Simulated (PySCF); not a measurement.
A geometry optimisation on `COC` (C2H6O).

Computed with PBE0-D3(BJ)/def2-SVP geometry optimisation, gas phase (PySCF 2.14.0). Start geometry: GFN2-xTB. The input is one job of a driver script: a line of settings, then coordinates in Å.

Command:
```bash
OMP_NUM_THREADS=1 python probes_run.py task.json out
```

Input:
```
{"job": {"xc": "PBE0", "basis": "def2-SVP", "d3": "d3bj", "grid": 1, "shake": 0.01, "kind": "geom"}, "charge": 0, "multiplicity": 1}
C      1.187840     0.030060    -0.033010
O     -0.040620     0.251780    -0.735130
C     -1.188510    -0.029860     0.036130
H      1.304610    -0.985700     0.283860
H      1.227080     0.697900     0.835470
H      1.969030     0.307200    -0.728010
H     -1.165540    -1.077180     0.373000
H     -2.019820     0.165850    -0.590010
H     -1.216260     0.622800     0.951220
```

Problem. Give the output.

Solution. 
```
step   0  E = -154.72461662  max force = 0.044266
step   1  E = -154.72811631  max force = 0.012570
step   2  E = -154.72894393  max force = 0.002840
step   3  E = -154.72907769  max force = 0.000989
step   4  E = -154.72914165  max force = 0.001443
step   5  E = -154.72915502  max force = 0.000652
step   6  E = -154.72915678  max force = 0.000140
optimisation converged
```

Energies in Eh; «max force» is the largest Cartesian gradient component in Eh/bohr.

Problem. Give the first gradient maximum in eV/Å.

Solution. With 1 Eh/bohr = 51.422 eV/Å, 2.276 eV/Å.

Problem. How much energy does the optimisation release, in eV?

Solution. E(step 0) − E(last step) = 0.004540 Eh, which is 0.124 eV.

Main results: final energy -154.72916 Eh after 6 steps; dipole 1.25 D.

Problem. How long does this job take on one thread, Arm Neoverse N1 (aarch64), no GPU, shared host with 64 logical CPUs at a one-minute load of 56? And the peak memory of the process?

Solution. About 14 s, with 0.31 GiB resident at the peak, the Python interpreter and its libraries included.
Labels such as C1 count atoms from 1, the log's own numbers from 0.
